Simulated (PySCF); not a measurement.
# trans-2-pentenal (C(=C\CC)/C=O, C$_{5}$H$_{8}$O)

Molfile (atoms numbered from 1):
```
C5H8O
     RDKit          3D

 14 13  0  0  0  0  0  0  0  0999 V2000
   -1.9978   -0.5452   -0.6966 C   0  0  0  0  0  0  0  0  0  0  0  0
   -1.1490   -0.0104    0.4547 C   0  0  0  0  0  0  0  0  0  0  0  0
    0.3079   -0.2484    0.2519 C   0  0  0  0  0  0  0  0  0  0  0  0
    1.2646    0.6901    0.1866 C   0  0  0  0  0  0  0  0  0  0  0  0
    2.6690    0.3254   -0.0308 C   0  0  0  0  0  0  0  0  0  0  0  0
    3.5810    1.1116   -0.1026 O   0  0  0  0  0  0  0  0  0  0  0  0
   -1.8466   -1.6269   -0.8383 H   0  0  0  0  0  0  0  0  0  0  0  0
   -1.7409   -0.0455   -1.6429 H   0  0  0  0  0  0  0  0  0  0  0  0
   -3.0682   -0.3798   -0.5047 H   0  0  0  0  0  0  0  0  0  0  0  0
   -1.3332    1.0655    0.6018 H   0  0  0  0  0  0  0  0  0  0  0  0
   -1.4563   -0.5133    1.3899 H   0  0  0  0  0  0  0  0  0  0  0  0
    0.6146   -1.2981    0.1304 H   0  0  0  0  0  0  0  0  0  0  0  0
    1.0416    1.7574    0.2919 H   0  0  0  0  0  0  0  0  0  0  0  0
    2.8462   -0.7794   -0.1314 H   0  0  0  0  0  0  0  0  0  0  0  0
  1  2  1  0
  2  3  1  0
  3  4  2  0
  4  5  1  0
  5  6  2  0
  1  7  1  0
  1  8  1  0
  1  9  1  0
  2 10  1  0
  2 11  1  0
  3 12  1  0
  4 13  1  0
  5 14  1  0
M  END
```

Theory: quadratic response CAM-B3LYP/def2-TZVPD first hyperpolarisability, Taylor convention, gas phase (PySCF 2.14.0). Geometry: PBE0-D3(BJ)/def2-SVP.

Problem. Give the tensor of the second harmonic β(−2ω;ω,ω) at 1907 nm in the axes of these coordinates.

Solution. In au, Taylor convention; rows are the first index (the induced dipole):
|  | xx | yy | zz | xy | xz | yz |
| --- | --- | --- | --- | --- | --- | --- |
| x | -219.0 | +13.2 | +21.1 | -2.3 | +17.7 | +0.1 |
| y | -4.3 | +52.1 | +11.8 | +13.1 | +0.3 | +3.0 |
| z | +17.6 | +3.0 | +9.7 | +0.1 | +20.8 | +11.7 |

Norm of βᵢ = ⅓ Σⱼ (βᵢⱼⱼ + βⱼᵢⱼ + βⱼⱼᵢ): 197.0 au, hyper-Rayleigh value 90.0 au.
